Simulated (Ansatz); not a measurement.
A made-up structure of CH5OSi (charge +1), closed shell:

| atom | x (Å) | y (Å) | z (Å) |
| --- | --- | --- | --- |
| O1 | -0.9594 | 0.4338 | -1.4743 |
| C2 | 0.0022 | 0.6097 | -0.6839 |
| Si3 | 0.4117 | -0.4248 | 0.9001 |
| H4 | -1.5487 | -0.3126 | -1.2428 |
| H5 | 0.6188 | 1.4581 | -1.0020 |
| H6 | 0.3519 | 0.6063 | 1.9583 |
| H7 | -0.9262 | 1.2658 | -1.9718 |
| H8 | -0.6494 | -1.4527 | 0.9448 |

It is relaxed with PBE-D4/def2-SVP and then PBE0-D4/def2-TZVP (Ansatz 0.2.0). Atoms count as bonded within 1.22 times the sum of their covalent radii (H–H: 0.88 Å). The end point is not checked to be a true minimum.

(1) Does its bonding change? (Judge from chemistry; the calculation decides.)

## Answers

(1) The calculation gives: No: no bond forms or breaks.

Where it ends: The first stage lowers the energy by 2.37 eV in 26 steps. It ends as CH₅OSi ([OH2][CH][SiH2]), total charge +1:
```xyz
8
angstrom
O -0.8515 0.4928 -1.6643
C 0.0756 0.7214 -0.5412
Si -0.0317 -0.0929 0.9647
H -0.7960 -0.3659 -2.1141
H 0.7950 1.4665 -0.8491
H 0.9679 0.2444 1.9860
H -1.7645 0.8040 -1.5527
H -1.0937 -1.0866 1.1990
```

Labels in which every atom is bracketed show which atoms are joined, not bond orders.

For scale, one of the runs: PBE0-D4/def2-TZVP relaxation, 129 basis functions, launched by `ansatz run in.yaml --threads 2 --pin off --events-out ev --progress --plain --max-ram 4352MiB`. Hardware: 2 CPU threads of an Intel Xeon Platinum 8488C, shared host. Wall time about 16 s.
